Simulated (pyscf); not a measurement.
AsH₂• (SMILES [AsH2]) + SiH₄ (SMILES [SiH4]) -> AsH (SMILES [AsH]) [triplet] + SiH₄ (SMILES [SiH4]) + H• (SMILES [H]), a concerted fragmentation (doublet surface; As–H, H–Si broken, H–Si formed). Structures and frequencies: ωB97X-D3(BJ)/def2-SVP in PySCF. Energies in eV from the separated reactants.

Small-basis levels: PySCF, no dispersion term, spherical d functions. AM1 to PM7: differences of heats of formation from MOPAC, which are fitted to 298 K values and so differ in kind from electronic energies by zero-point and thermal terms. Open shells are spin-unrestricted. 

| level | barrier | reaction energy |
|---|---|---|
| HF/STO-3G | 4.87 | +3.10 |
| HF/3-21G | 3.35 | +1.83 |
| HF/6-31G*+LANL2DZ | 2.66 | +1.77 |
| MP2/6-31G*+LANL2DZ | 2.98 | +2.25 |
| B3LYP/STO-3G | 5.22 | +4.46 |
| B3LYP/LANL2DZ | 3.68 | +3.02 |
| M06-2X/6-31G*+LANL2DZ | 3.18 | +2.95 |
| B3LYP/6-311+G**+LANL2DZ | 3.33 | +3.11 |
| PM7 | 4.01 | +3.37 |
| ωB97M-D3(BJ)/def2-TZVP | 3.72 | +3.17 |

Against the last row the barrier runs from -1.06 (HF/6-31G*+LANL2DZ) to +1.50 eV (B3LYP/STO-3G). ωB97M-D3(BJ)/def2-TZVP has limits of its own. The same reactants have a lower exit, to H₃Si–AsH₂ + H• (barrier +1.43 eV at ωB97M-D3(BJ)/def2-TZVP, against +3.72 eV here). This is the saddle that the search found; another between the same sides may lie lower. An unrestricted DFT solution here is markedly spin-contaminated. In the def2 sets elements up to Kr have no core potential.
